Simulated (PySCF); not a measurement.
## C5H4O: core ionisation energies

Species: cyclopentadienone, C5H4O.
Geometry (GFN2-xTB, Å), atoms numbered from 1 in this order:
```xyz
10
C5H4O angstrom
O      2.4068    0.2616   -0.1832
C      1.2134    0.1319   -0.0939
C      0.1854    1.2110    0.0571
C     -1.0137    0.6325    0.1202
C     -0.8622   -0.8353    0.0167
C      0.4284   -1.1438   -0.1087
H      0.4343    2.2535    0.1019
H     -1.9691    1.1137    0.2297
H     -1.6986   -1.5106    0.0436
H      0.8844   -2.1098   -0.2060
```

The calculation used delta-SCF UKS SCAN, pcX-2 on the ionised atom, pcseg-1 elsewhere, spin-free X2C in PySCF 2.14.0. Vertical ΔSCF values, vacuum level as zero.

Question: Give the core binding energies atom by atom.

Answer: 
| atom(s) | bonded to | level | binding energy (eV) | above the level's lowest (eV) | count |
| --- | --- | --- | --- | --- | --- |
| O1 | C (double bond) | O 1s | 538.07 | 0.00 | 1 |
| C2 | O (double bond) and 2 C | C 1s | 293.63 | +3.12 | 1 |
| C3/C6 | C (double bond), C and H | C 1s | 290.51 | 0.00 | 2 |

The listed C 1s values span 3.12 eV, from C3/C6 (bonded to C (double bond), C and H) to C2 (bonded to O (double bond) and 2 C). Summing the Pauling electronegativity differences to the bonded atoms, each weighted by its formal bond order, gives -0.35 for the lowest site and +1.78 for the highest.

Question: What is the longest wavelength that can ionise C 1s of C3/C6 vertically?

Answer: λ = hc/E = 12398.42 eV Å / 290.51 eV = 42.678 Å.

Question: Which effective nuclear charge Zeff reproduces each element's mean 1s value in the hydrogen-like formula E = 13.606 eV × Zeff²?

Answer: C (Z = 6): mean 291.5 eV, Zeff = 4.63, Z − Zeff = 1.37; O (Z = 8): mean 538.1 eV, Zeff = 6.29, Z − Zeff = 1.71. Means run over the listed sites, weighted by atom count.

Atoms equivalent by their bonding share one computed value, that of the first of them. The list is incomplete; no value stands for C 1s of C4, C5 (hole states with ⟨S²⟩ of 1 or more are left out). Spin contamination (⟨S²⟩ against 0.75 for a pure doublet) is marked for C 1s of C2 (0.89), which makes this value less certain. Isolated species at its GFN2-xTB geometry, gas phase.
